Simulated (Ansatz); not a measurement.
C5H10, SMILES `C=CCCC`, relaxed with RKS PBE0-D4/def2-TZVP in the Gaussian-basis code of Ansatz from a PBE-D4/def2-SVP geometry. The force threshold is 0.005 eV/Å; the program also tests the step.

Charge 0, multiplicity 1.

Start:

```xyz
15

C    -0.187    0.330    2.469
C    -0.186   -0.309    1.287
C     0.867   -0.154    0.224
C     0.357    0.485   -1.086
C    -0.700   -0.338   -1.825
H     0.622    1.029    2.743
H    -0.992    0.184    3.207
H    -1.020   -0.998    1.058
H     1.705    0.454    0.626
H     1.293   -1.155   -0.019
H     1.229    0.648   -1.755
H    -0.048    1.495   -0.856
H    -1.627   -0.458   -1.227
H    -0.325   -1.356   -2.065
H    -0.988    0.143   -2.782
```

| step | energy (eV) | largest force (eV/Å) | largest move (Å) |
| --- | --- | --- | --- |
| 1 | -5343.1466 | 0.572 | 0.000 |
| 2 | -5343.2093 | 0.160 | 0.038 |
| 3 | -5343.2110 | 0.161 | 0.027 |
| 4 | -5343.2142 | 0.049 | 0.024 |
| 5 | -5343.2143 | 0.007 | 0.002 |
| 6 (rejected) | -5343.2143 | 0.012 | 0.002 |
| 7 | -5343.2143 | 0.002 | 0.001 |

End:

```xyz
15

C    -0.187    0.322    2.437
C    -0.188   -0.303    1.267
C     0.864   -0.150    0.220
C     0.357    0.486   -1.076
C    -0.695   -0.338   -1.799
H     0.616    0.998    2.715
H    -0.983    0.181    3.159
H    -1.014   -0.973    1.036
H     1.685    0.452    0.623
H     1.282   -1.137   -0.018
H     1.213    0.642   -1.741
H    -0.044    1.480   -0.849
H    -1.603   -0.450   -1.203
H    -0.321   -1.341   -2.026
H    -0.981    0.130   -2.744
```

Hardware: 4 threads of an Intel Xeon Platinum 8488C on a shared host. Wall time 18 s, peak host memory 0.57 GiB.
